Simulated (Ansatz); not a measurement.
A nudged elastic band was laid between two geometries of BH4N + H (7 atoms, charge 0, multiplicity 2).

The calculation used Ansatz 0.2.0, UKS B3LYP/def2-mTZVP.

- movable images: 7
- climbing image: yes
- spring: 5.0 eV/Å²
- optimiser: quadratic models (default)
- start path: through a guess of the saddle point
- force threshold: 0.05 eV/Å
- iteration limit: 60
- end points: relaxed

Image 0:

```xyz
7
Properties=species:S:1:pos:R:3
B -0.009 0.110 -0.322
H 0.124 -0.112 0.841
H 0.911 0.412 -1.016
N -1.275 0.014 -0.886
H -2.102 -0.234 -0.362
H -1.466 0.192 -1.861
H -0.097 -0.383 3.995
```

Image 8:

```xyz
7
Properties=species:S:1:pos:R:3
B -0.160 -0.066 -0.649
H 0.260 -0.296 2.817
H 0.846 0.418 -1.057
N -1.391 0.029 -1.259
H -2.231 -0.394 -0.889
H -1.559 0.530 -2.126
H 0.322 -0.220 3.553
```

(1) What changes between the two ends?

(2) What energy profile does the band end with?

(3) What is the geometry of the highest image?

(4) What are the harmonic wavenumbers there?

Results:

(1) Bonds broken: B1–H2. Bonds formed: H2–H7. BH4N + H becomes BH3N + H2.

(2) It converged. The highest image is number 4 of 0 to 8, 8.3 kcal/mol above the first end and 6.5 kcal/mol above the last; the last end lies 1.8 kcal/mol above the first. A vibrational analysis at the climbing image gives one clearly imaginary mode, 905i cm⁻¹: a first-order saddle point.

```json
{"image": "0", "path coordinate (Å)": "0.00", "energy (kcal/mol)": "0.0", "B1–H2 (Å)": "1.19", "H2–H7 (Å)": "3.17"}
{"image": "1", "path coordinate (Å)": "0.57", "energy (kcal/mol)": "0.0", "B1–H2 (Å)": "1.19", "H2–H7 (Å)": "2.76"}
{"image": "2", "path coordinate (Å)": "1.15", "energy (kcal/mol)": "0.2", "B1–H2 (Å)": "1.19", "H2–H7 (Å)": "2.34"}
{"image": "3", "path coordinate (Å)": "1.72", "energy (kcal/mol)": "1.4", "B1–H2 (Å)": "1.20", "H2–H7 (Å)": "1.69"}
{"image": "4", "path coordinate (Å)": "2.30", "energy (kcal/mol)": "8.3", "B1–H2 (Å)": "1.56", "H2–H7 (Å)": "0.90"}
{"image": "5", "path coordinate (Å)": "3.09", "energy (kcal/mol)": "3.2", "B1–H2 (Å)": "2.34", "H2–H7 (Å)": "0.75"}
{"image": "6", "path coordinate (Å)": "3.89", "energy (kcal/mol)": "1.8", "B1–H2 (Å)": "3.05", "H2–H7 (Å)": "0.75"}
{"image": "7", "path coordinate (Å)": "4.68", "energy (kcal/mol)": "1.8", "B1–H2 (Å)": "3.35", "H2–H7 (Å)": "0.74"}
{"image": "8", "path coordinate (Å)": "5.48", "energy (kcal/mol)": "1.8", "B1–H2 (Å)": "3.50", "H2–H7 (Å)": "0.74"}
```

(3) 
```xyz
7
Properties=species:S:1:pos:R:3:forces:R:3
B 0.019 0.142 -0.106 0.00 0.01 0.01
H -0.044 -0.170 1.425 0.00 -0.01 -0.01
H 1.007 0.451 -0.691 0.00 0.00 0.00
N -1.224 0.019 -0.686 0.00 0.00 -0.01
H -2.052 -0.245 -0.167 0.00 0.00 0.00
H -1.415 0.179 -1.668 0.00 0.00 0.00
H -0.204 -0.375 2.282 0.00 0.00 0.01
```

(4) 905i, 188, 193, 627, 775, 850, 1089, 1097, 1136, 1344, 1661, 1839, 2644, 3516, 3594 cm⁻¹.

Time of the run: 4.5 min on 1 thread of Arm Neoverse V1, on a shared host, peak memory 0.12 GiB.
